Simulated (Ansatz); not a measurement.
Geometry optimisation, Ansatz, RHF/def2-SVP.

The input (input.yaml):

```yaml
crystal:
  periodic: [false, false, false]
  atoms:
    - { symbol: Si, position_ang: [0.0, 0.0, 0.0] }
    - { symbol: Si, position_ang: [0.0, 0.0, 2.22] }
    - { symbol: H, position_ang: [-1.3148, -0.4067, 2.7074] }
    - { symbol: H, position_ang: [1.0096, -0.9353, 2.7074] }
    - { symbol: H, position_ang: [0.3052, 1.342, 2.7074] }
    - { symbol: H, position_ang: [1.3768, 0.0, -0.4862] }
    - { symbol: C, position_ang: [-0.8808, 1.5259, -0.6227] }
    - { symbol: H, position_ang: [-1.9334, 1.2723, -0.8671] }
    - { symbol: H, position_ang: [-0.8624, 2.3106, 0.1622] }
    - { symbol: H, position_ang: [-0.3704, 1.9025, -1.5336] }
    - { symbol: H, position_ang: [-0.6877, -1.1914, -0.4862] }
basis:
  gaussian: { orbitals: def2-SVP }
hamiltonian:
  xc: hf
relax:
  f_tol: 0.02
  max_steps: 40
```

Launched with:

```bash
$ ansatz run input.yaml --threads 1 --pin off --max-ram 2048MiB --backend cpu --events-out ev --progress --plain --runs-dir out
```

Where does it end, and by what steps?

The run converged. After 10 steps the energy has fallen by 0.320 eV; H10 moved furthest, 0.65 Å.

```tsv
step	energy less start (eV)	largest force component (eV/Å)	accepted
0	0.0000	1.487	yes
1	-0.2564	0.457	yes
2	-0.2816	0.227	yes
3	-0.3089	0.122	yes
4	-0.3169	0.033	yes
5	-0.3040	0.606	no
6	-0.3187	0.064	yes
7	-0.3185	0.097	no
8	-0.3194	0.024	yes
9	-0.3194	0.025	yes
10	-0.3196	0.017	yes
```

```xyz
11
Properties=species:S:1:pos:R:3
Si 0.098 0.089 -0.043
Si -0.036 -0.068 2.320
H -1.439 -0.310 2.744
H 0.807 -1.183 2.820
H 0.429 1.195 2.952
H 1.523 0.260 -0.432
C -0.932 1.534 -0.702
H -1.983 1.424 -0.424
H -0.572 2.484 -0.299
H -0.874 1.585 -1.791
H -0.379 -1.189 -0.634
```

Whether the end is a true minimum wasn't checked by a vibrational analysis.

Time of the run: 16 s on 1 thread of Arm Neoverse V1, with other jobs on the host, peak memory 0.15 GiB.
